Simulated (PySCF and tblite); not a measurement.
Results of a calculation; reference values are marked as such.
Molecule: C₅H₉N, numbered as in [CH2:1]=[CH:2][C@@H:3]1[CH2:4][CH2:5][NH:6]1.

The mean out-of-plane torsion at N6 (0° is planar) is held and the rest relaxed at GFN2-xTB. Energies: BP86/pcSseg-1 + D3(BJ). Programs: tblite and PySCF.

GFN2-xTB profile:

(out-of-plane angle °, kcal/mol): (-45, 2.62), (-37, 0.43), (-28, 1.62), (-14, 4.32), (0, 5.51), (14, 4.24), (28, 1.40), (38, 0.00), (46, 2.14)

(1) Give the DFT energy and dipole along the out-of-plane angle.

(2) Where is the lowest sampled point, and what does the planar form cost?

## Answers

(1) 
| out-of-plane angle ° | E kcal/mol | dipole D |
| --- | --- | --- |
| -45 | 1.40 | 1.61 |
| -37 | 0.00 | 1.32 |
| -28 | 1.26 | 0.96 |
| -14 | 3.73 | 0.62 |
| 0 | 4.89 | 0.41 |
| 14 | 3.94 | 0.44 |
| 28 | 1.54 | 0.77 |
| 38 | 0.21 | 1.15 |
| 46 | 2.47 | 1.59 |

(2) At -37°; the point at 0° lies 4.89 kcal/mol above it.
